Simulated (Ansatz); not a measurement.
Iron, bcc: convergence with Fermi-Dirac smearing

Computed with Ansatz, r²SCAN, scalar-relativistic PAW, on the relaxed cell (a = 2.869 Å; ferromagnetic, net 2.65 μB per atom). Errors count from a run at 500 eV on a Γ-centred 25×25×25 mesh with Fermi-Dirac smearing of 0.05 eV, extrapolated to zero width. Fixed here: cutoff 500 eV, mesh 15×15×15.

```json
{"width (eV)": "0.03", "E(σ→0) error (meV/atom)": "-1.2", "F error (meV/atom)": "-2.2", "P (GPa)": "0.04", "sphere moment (μB)": "2.83", "SCF iterations": "15"}
{"width (eV)": "0.1", "E(σ→0) error (meV/atom)": "-1.0", "F error (meV/atom)": "-13.0", "P (GPa)": "0.02", "sphere moment (μB)": "2.82", "SCF iterations": "15"}
{"width (eV)": "0.2", "E(σ→0) error (meV/atom)": "0.0", "F error (meV/atom)": "-49.4", "P (GPa)": "0.14", "sphere moment (μB)": "2.80", "SCF iterations": "15"}
{"width (eV)": "0.3", "E(σ→0) error (meV/atom)": "4.2", "F error (meV/atom)": "-112.7", "P (GPa)": "0.44", "sphere moment (μB)": "2.78", "SCF iterations": "14"}
{"width (eV)": "0.6", "E(σ→0) error (meV/atom)": "89.3", "F error (meV/atom)": "-516.4", "P (GPa)": "1.41", "sphere moment (μB)": "2.51", "SCF iterations": "16"}
{"width (eV)": "1.0", "E(σ→0) error (meV/atom)": "472.0", "F error (meV/atom)": "-1801.0", "P (GPa)": "2.28", "sphere moment (μB)": "0.93", "SCF iterations": "26"}
```

Problem. What does the run at 0.01 give (width)?

Solution. E(σ→0) error (meV/atom): -1.2; F error (meV/atom): -1.3; P (GPa): 0.14; sphere moment (μB): 2.83; SCF iterations: 15.
